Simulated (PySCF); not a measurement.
## EPR parameters of C5H9O

C5H9O (doublet state).
SMILES with atom numbers: `[CH2:1][CH2:2][C:3](=[O:4])[CH2:5][CH3:6]` (hydrogens: H7, H8 on C1; H9, H10 on C2; H11, H12 on C5; H13, H14, H15 on C6)

Cartesian coordinates in Å at the GFN2-xTB level; atoms count from 1:
```
atom  x, y, z in Å
C1     2.0421    0.4082    0.6015
C2     1.2242    0.6763   -0.5768
C3     0.4108   -0.6080   -0.3588
O4     0.7323   -1.6629   -0.8589
C5    -0.8180   -0.4369    0.5068
C6    -2.0069   -0.0682   -0.3844
H7     2.9071   -0.2211    0.5236
H8     1.7174    0.7057    1.5803
H9     1.7741    0.6282   -1.5132
H10    0.6046    1.5666   -0.5091
H11   -1.0261   -1.3835    1.0092
H12   -0.6619    0.3403    1.2541
H13   -1.8330    0.8804   -0.8879
H14   -2.9107    0.0186    0.2135
H15   -2.1604   -0.8357   -1.1386
```

The hyperfine couplings belong to this conformer and change with its torsions.

Method used: UKS B3LYP, pcH-1 on C H O, non-relativistic, mean-field spin-orbit, GIAO in PySCF. Geometry: GFN2-xTB, one conformer, isolated molecule. Couplings are sensitive to structure, and on GFN2-xTB geometries they can be far from those on DFT ones. Stability of the SCF solution: not tested.

```
g1, g2, g3                      : 2.00244, 2.00345, 2.00554
g_iso                           : 2.00381
Form of g                       : rhombic: the two nearest values differ by 33 % of g3 − g1
⟨S²⟩                            : 0.7590 (exact 0.7500)
α and β electrons               : 24, 23
HOMO–LUMO gap, α and β orbitals : 5.62, 4.50 eV
```

Isotropic coupling and dipolar principal values T1 to T3, in mT (MHz turned into mT with g_iso):

```json
{"atom": "C1", "isotope": "13C", "a_iso": "2.79", "T1": "-2.62", "T2": "-2.57", "T3": "5.19", "Mulliken spin population": "0.95"}
{"atom": "C2", "isotope": "13C", "a_iso": "-0.80", "T1": "-0.16", "T2": "-0.04", "T3": "0.21", "Mulliken spin population": "-0.07"}
{"atom": "C3", "isotope": "13C", "a_iso": "2.30", "T1": "-0.52", "T2": "-0.12", "T3": "0.64", "Mulliken spin population": "0.02"}
{"atom": "O4", "isotope": "17O", "a_iso": "-0.36", "T1": "-1.82", "T2": "0.81", "T3": "1.01", "Mulliken spin population": "0.14"}
{"atom": "C5", "isotope": "13C", "a_iso": "-0.15", "T1": "-0.05", "T2": "0.01", "T3": "0.04", "Mulliken spin population": "0.00"}
{"atom": "C6", "isotope": "13C", "a_iso": "0.02", "T1": "-0.02", "T2": "-0.01", "T3": "0.03", "Mulliken spin population": "0.00"}
{"atom": "H7", "isotope": "1H", "a_iso": "-2.06", "T1": "-1.25", "T2": "0.00", "T3": "1.25", "Mulliken spin population": "-0.04"}
{"atom": "H8", "isotope": "1H", "a_iso": "-2.07", "T1": "-1.27", "T2": "0.01", "T3": "1.26", "Mulliken spin population": "-0.04"}
{"atom": "H9", "isotope": "1H", "a_iso": "1.08", "T1": "-0.16", "T2": "-0.10", "T3": "0.26", "Mulliken spin population": "0.01"}
{"atom": "H10", "isotope": "1H", "a_iso": "1.58", "T1": "-0.15", "T2": "-0.13", "T3": "0.28", "Mulliken spin population": "0.02"}
{"atom": "H11", "isotope": "1H", "a_iso": "0.22", "T1": "-0.08", "T2": "-0.04", "T3": "0.11", "Mulliken spin population": "0.00"}
{"atom": "H12", "isotope": "1H", "a_iso": "0.07", "T1": "-0.12", "T2": "-0.08", "T3": "0.20", "Mulliken spin population": "0.00"}
{"atom": "H13", "isotope": "1H", "a_iso": "-0.01", "T1": "-0.04", "T2": "-0.04", "T3": "0.08", "Mulliken spin population": "0.00"}
{"atom": "H14", "isotope": "1H", "a_iso": "-0.09", "T1": "-0.03", "T2": "-0.02", "T3": "0.05", "Mulliken spin population": "0.00"}
{"atom": "H15", "isotope": "1H", "a_iso": "0.01", "T1": "-0.04", "T2": "-0.03", "T3": "0.07", "Mulliken spin population": "0.00"}
```

The Mulliken spin populations are largest on C1 (+0.95), O4 (+0.14) and C2 (-0.07). No atom but C1 exceeds +0.15. The positive populations add up to 1.15 and the negative ones to -0.15, together 2S = 1. The angles at C1 add up to 359.4°, so it is planar; its axial dipolar tensor and the negative couplings of its protons fit spin in a p orbital normal to that plane.

Under fast tumbling the dipolar parts average out, and these isotropic splittings remain: 2 × 1H (H7/H8, I = 1/2, 3 lines) with 2.07 mT, 2 × 1H (H9/H10, I = 1/2, 3 lines) with 1.33 mT and 2 × 1H (H11/H12, I = 1/2, 3 lines) with 0.15 mT.

Means are taken over nuclei equivalent by connectivity, which assumes that they swap fast. The 1H value of +37.3 MHz is a mean of couplings from 30.2 to 44.4 MHz in this one geometry, not an average over conformers.

The 17O coupling of O4 (-10.1 MHz) shows only in satellite lines or after enrichment, since that isotope makes up about 0.038 % of natural oxygen.

The 13C coupling of C1 (78.2 MHz) shows only in satellite lines or after enrichment, since that isotope makes up about 1.07 % of natural carbon.

β density exceeds α density at some nuclei, such as C2 (-0.0200), H7/H8 (-0.0130) and C5 (-0.0037), spin density in bohr⁻³. In a single determinant that takes different orbitals for the two spins, that is spin polarisation.
